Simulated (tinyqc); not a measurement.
RHF in the sto-3g basis, for H2F+, spin multiplicity 1, step by step. One step of it, computed by the program tinyqc.

Problem. Iteration 2: diagonalisation and new density. A level shift of 0.5 hartree raises the virtual space: F + shift (S - S D(s) S), with D(s) the density of one spin (D/2). Diagonalise F' = X^T F X, C = X C', fill 5 alpha and 5 beta electrons from the bottom; D = 2 C_occ C_occ^T. Each column has its largest component positive (the first on a tie).

Fock matrix F (hartree), lower triangle:
```
,1F 1s,1F 2s,1F 2px,1F 2py,1F 2pz,2H 1s,3H 1s
1F 1s,-26.296193
1F 2s,-6.723974,-3.475715
1F 2px,0.000000,0.000000,-0.873066
1F 2py,0.000000,0.000000,0.000000,-0.911829
1F 2pz,-0.019639,-0.116545,0.000000,0.000000,-0.878409
2H 1s,-1.131465,-1.142824,0.000000,-0.523133,-0.336749,-0.780277
3H 1s,-1.131465,-1.142824,0.000000,0.523133,-0.336749,-0.332288,-0.780277
```

X, lower triangle:
```
,1F 1s,1F 2s,1F 2px,1F 2py,1F 2pz,2H 1s,3H 1s
1F 1s,1.023818
1F 2s,-0.137121,1.155729
1F 2px,0.000000,0.000000,1.000000
1F 2py,0.000000,0.000000,0.000000,1.076852
1F 2pz,-0.005287,0.051708,0.000000,0.000000,1.020020
2H 1s,0.018287,-0.218458,0.000000,-0.179677,-0.084902,1.121628
3H 1s,0.018287,-0.218458,0.000000,0.179677,-0.084902,-0.067769,1.121628
```

D after iteration 1, lower triangle:
```
,1F 1s,1F 2s,1F 2px,1F 2py,1F 2pz,2H 1s,3H 1s
1F 1s,2.108504
1F 2s,-0.447648,1.873438
1F 2px,0.000000,0.000000,2.000000
1F 2py,0.000000,0.000000,0.000000,1.409139
1F 2pz,0.052377,-0.283870,0.000000,0.000000,1.783996
2H 1s,-0.040802,0.120738,0.000000,0.381421,0.248165,0.151851
3H 1s,-0.040802,0.120738,0.000000,-0.381421,0.248165,-0.054633,0.151851
```

overlap S, lower triangle:
```
,1F 1s,1F 2s,1F 2px,1F 2py,1F 2pz,2H 1s,3H 1s
1F 1s,1.000000
1F 2s,0.237990,1.000000
1F 2px,0.000000,0.000000,1.000000
1F 2py,0.000000,0.000000,0.000000,1.000000
1F 2pz,0.000000,0.000000,0.000000,0.000000,1.000000
2H 1s,0.039406,0.387602,0.000000,0.275273,0.153518,1.000000
3H 1s,0.039406,0.387602,0.000000,-0.275273,0.153518,0.172424,1.000000
```

Give: F' = X^T F X; orbital energies; coefficients C; D after iteration 2.

Solution.

F' = X^T F X (hartree), lower triangle:
```
,1,2,3,4,5,6,7
1,-25.8142
2,-3.4443,-2.0268
3,0.0000,0.0000,-0.8731
4,0.0000,0.0000,0.0000,-0.5757
5,-0.0401,0.0642,0.0000,0.0000,-0.7757
6,-0.1290,-0.6021,0.0000,-0.5760,-0.3188,0.0648
7,-0.1290,-0.6021,0.0000,0.5760,-0.3188,-0.0840,0.0648
```

orbital energies (hartree): MO1 -26.3064, MO2 -1.9067, MO3 -1.1050, MO4 -0.9164, MO5 -0.8731, MO6 0.4936, MO7 0.6781

coefficients C:
```
,MO1,MO2,MO3,MO4,MO5,MO6,MO7
1F 1s,0.9945,-0.2474,0.0000,0.0628,0.0000,0.1162,0.0000
1F 2s,0.0236,0.9270,0.0000,-0.3028,0.0000,-0.7079,0.0000
1F 2px,0.0000,0.0000,0.0000,0.0000,1.0000,0.0000,0.0000
1F 2py,0.0000,0.0000,0.7646,0.0000,0.0000,0.0000,-0.7998
1F 2pz,0.0021,0.1097,0.0000,0.9135,0.0000,-0.4593,0.0000
2H 1s,-0.0042,0.1034,0.3075,0.1631,0.0000,0.7571,0.8031
3H 1s,-0.0042,0.1034,-0.3075,0.1631,0.0000,0.7571,-0.8031
```

D after iteration 2, lower triangle:
```
,1F 1s,1F 2s,1F 2px,1F 2py,1F 2pz,2H 1s,3H 1s
1F 1s,2.1084
1F 2s,-0.4498,1.9030
1F 2px,0.0000,0.0000,2.0000
1F 2py,0.0000,0.0000,0.0000,1.1691
1F 2pz,0.0647,-0.3497,0.0000,0.0000,1.6931
2H 1s,-0.0391,0.0928,0.0000,0.4703,0.3206,0.2638
3H 1s,-0.0391,0.0928,0.0000,-0.4703,0.3206,-0.1145,0.2638
```
